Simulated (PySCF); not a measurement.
CH3F, SMILES CF.

Geometry: r2SCAN-D4/def2-TZVP.

Two levels are set side by side: PBE/def2-TZVPD (PySCF) and HF/def2-TZVPD (PySCF). Same geometry, gas phase. Differences are taken from unrounded values.

| quantity | HF | PBE | PBE minus HF |
|---|---|---|---|
| orbital gap (eV) | 16.44 | 7.97 | -8.47 |
| highest occupied level (eV) | -14.46 | -8.06 | 6.40 |
| lowest empty level (eV) | 1.98 | -0.09 | -2.07 |
| dipole moment (D) | 2.06 | 1.72 | -0.33 |
| mean polarisability (bohr³) | 15.8 | 17.9 | 2.1 |

PBE's occupied levels lie high since its potential decays too fast outside the molecule; exact exchange lowers them and widens the gap. PBE's more diffuse valence density responds more strongly to a field. Differences between two approximate levels are no errors against the true value.

Rough cost on one machine, each run with all the roots and properties that it gave: HF against PBE about 1/4.
